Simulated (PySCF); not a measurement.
Dipole moment and polarisability across levels of theory

Compound: C₆H₈.
Structure used (PBE0-D3(BJ)/def2-SVP), in Å, numbered top down from 1:
```
atom  x, y, z in Å
C1     2.2741    0.2105    0.0993
C2     0.7880    0.0892    0.1085
C3     0.0449   -1.0353    0.2300
C4    -1.4079   -0.6868    0.1871
C5    -1.4054    0.7998    0.0237
C6    -0.1286    1.2322   -0.0197
H7     2.6247    0.8634    0.9157
H8     2.6305    0.6612   -0.8418
H9     2.7594   -0.7688    0.2133
H10    0.4304   -2.0499    0.3428
H11   -1.9349   -1.1909   -0.6452
H12   -1.9409   -0.9986    1.1053
H13   -2.3052    1.4123   -0.0459
H14    0.1969    2.2689   -0.1324
```

PySCF, dipoles from the SCF density, polarisabilities from static response with core orbitals frozen. Geometry: PBE0-D3(BJ)/def2-SVP; no solvent, vibrations or thermal averaging.

The anisotropy is √(½[(α1 − α2)² + (α2 − α3)² + (α3 − α1)²]).

```csv
level,μ (D),α (Å³),anisotropy (Å³)
LDA/def2-SVPD,0.222,10.71,5.04
PBE/def2-SVPD,0.202,10.59,5.03
B3LYP/def2-SVPD,0.167,10.39,4.83
PBE0/def2-SVPD,0.178,10.28,4.78
BHandHLYP/def2-SVPD,0.137,10.11,4.64
CAM-B3LYP/def2-SVPD,0.162,10.22,4.68
wB97X-D/def2-SVPD,0.174,10.24,4.62
LC-wPBE/def2-SVPD,0.173,9.94,4.51
HF/def2-SVPD,0.090,9.92,4.47
PBE0/6-31G*,0.171,8.59,5.58
PBE0/def2-SVP,0.183,9.03,5.28
PBE0/def2-TZVP,0.162,10.11,5.03
```

The dipole runs from 0.09 D (HF/def2-SVPD) to 0.22 D (LDA/def2-SVPD). No reference polarisability is at hand; against PBE0 in the largest diffuse basis at hand (def2-SVPD) the other PBE0 rows deviate by 6-31G* -16%, def2-SVP -12%, def2-TZVP -2%. In one basis (def2-SVPD) the functionals order the polarisability from HF (lowest) to LDA (highest), a spread of 8%. With PBE0 the polarisability is 9.24 Å³ without diffuse functions (mean of 6-31G*, def2-SVP and def2-TZVP) and 10.28 Å³ with them (def2-SVPD).
